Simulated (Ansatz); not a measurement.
Relaxation of BH$_{6}$NO (9 atoms, charge 0, multiplicity 1), to a largest force component of 0.03 eV/Å in at most 50 steps.

Theory: RKS PBE0-D4/cc-pVDZ in Ansatz.

```xyz
9
Properties=species:S:1:pos:R:3
B -0.130 0.500 -0.382
H -0.267 -0.126 1.932
H 0.858 -0.186 -0.459
N -1.367 -0.013 -0.798
H -1.461 -0.955 -1.148
H -2.240 0.496 -0.766
O 0.052 1.799 0.083
H -0.773 2.298 0.107
H -0.065 0.563 1.922
```

Where does it end, and by what steps?

The forces met the threshold. The force dipped under the threshold on the way, but the program's further checks kept it going. After 27 steps the energy has fallen by 0.234 eV; H2 moved furthest, 1.95 Å.

| step | energy less start (eV) | largest force component (eV/Å) | accepted |
| --- | --- | --- | --- |
| 0 | 0.0000 | 1.760 | yes |
| 1 | -0.1323 | 0.239 | yes |
| 2 | -0.1737 | 0.164 | yes |
| 3 | -0.1903 | 0.121 | yes |
| 4 | -0.1871 | 0.650 | no |
| 5 | -0.1946 | 0.069 | yes |
| 6 | -0.1995 | 0.088 | yes |
| 7 | -0.2010 | 0.403 | yes |
| 8 | -0.2102 | 0.134 | yes |
| 9 | -0.2126 | 0.244 | yes |
| 10 | -0.2163 | 0.115 | yes |
| 11 | -0.2181 | 0.176 | yes |
| 12 | -0.2220 | 0.176 | yes |
| 13 | -0.2253 | 0.023 | yes |
| 14 | -0.2274 | 0.080 | yes |
| 15 | -0.2281 | 0.145 | yes |
| 16 | -0.2293 | 0.073 | yes |
| 17 | -0.2302 | 0.070 | yes |
| 18 | -0.2313 | 0.055 | yes |
| 19 | -0.2317 | 0.116 | yes |
| 20 | -0.2321 | 0.055 | yes |
| 21 | -0.2324 | 0.020 | yes |
| 22 | -0.2328 | 0.024 | yes |
| 23 | -0.2317 | 0.171 | no |
| 24 | -0.2332 | 0.059 | yes |
| 25 | -0.2333 | 0.051 | yes |
| 26 | -0.2333 | 0.080 | no |
| 27 | -0.2337 | 0.023 | yes |

```xyz
9
Properties=species:S:1:pos:R:3
B -0.295 0.281 -0.683
H 0.380 0.764 3.538
H 0.724 -0.318 -0.926
N -1.418 0.108 -1.509
H -1.400 -0.508 -2.310
H -2.309 0.569 -1.377
O -0.273 1.108 0.415
H -1.110 1.564 0.563
H 0.308 0.809 2.779
```

Whether the end is a true minimum wasn't checked by a vibrational analysis.

Time of the run: 48 s on 1 thread of Arm Neoverse V2 (shared host), peak memory 0.13 GiB.
